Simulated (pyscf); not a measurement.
# Four-centre exchange: H₃Si–SiH₃ + H₂O -> HO–SiH₂–SiH₃ + H₂

Gas phase, singlet surface, charge 0. Bonds broken: Si1–H3, O9–H10. Bonds formed: Si1–O9, H3–H10. PySCF, gas phase, ωB97X-D3(BJ)/def2-SVP geometries.

Transition state (Å):

```xyz
11

Si    -1.0621    -0.4728     0.3384
Si     0.4474     0.7817    -0.9159
H     -2.3224     0.4968    -0.5612
H     -1.5497    -1.7297    -0.2870
H     -0.2627    -0.9416     1.5377
H      0.3928     2.1864    -0.3992
H      1.8590     0.3040    -0.7922
H      0.0476     0.7938    -2.3531
O     -2.3063     0.3136     1.5268
H     -2.6287     0.7197     0.5338
H     -1.9809     0.9178     2.2140
```

One imaginary mode, 1254i cm⁻¹; descent along it reached the two sides named.

```csv
bond,change,reactant side (Å),saddle,product side
Si1–H3,breaks,1.493,1.827,4.0
O9–H10,breaks,0.965,1.120,2.490
Si1–O9,forms,3.1,1.892,1.679
H3–H10,forms,2.6,1.159,0.761
```

Electronic energies relative to the separated reactants (kcal/mol):

| level | barrier | reaction energy | reverse barrier |
|---|---|---|---|
| ωB97X-D3(BJ)/def2-TZVP | 36.9 | -14.5 | 51.4 |
| PBE/def2-TZVP | 31.5 | -12.6 | 44.1 |
| r²SCAN/def2-TZVP | 33.1 | -15.0 | 48.0 |
| B3LYP-D3(BJ)/def2-TZVP | 36.3 | -14.7 | 50.9 |
| PBE0-D3(BJ)/def2-TZVP | 34.0 | -12.6 | 46.6 |
| M06-2X/def2-TZVP | 36.6 | -16.7 | 53.3 |
| ωB97M-D3(BJ)/def2-TZVP | 36.1 | -14.0 | 50.1 |
| HF/def2-TZVP | 55.2 | -13.0 | 68.2 |

With ωB97M-D3(BJ)/def2-TZVP energies and thermal terms (ideal gas, 1 atm, RRHO with modes under 100 cm⁻¹ raised to 100, one conformer, R ln 2 for chiral ones without a mode under 150 cm⁻¹), in kcal/mol:

```csv
T (K),ΔH‡,ΔG‡,ΔH,ΔG
298,34.2,44.0,-16.5,-15.6
600,34.2,53.9,-15.5,-15.1
900,34.9,63.6,-14.6,-15.0
1200,35.8,73.0,-13.9,-15.3
```

HO–SiH₂–SiH₃ lies 27.0 kcal/mol over its isomer H₃Si–O–SiH₃ (electronic energy, ωB97M-D3(BJ)/def2-TZVP). One saddle was located; it need not be the lowest between these sides.
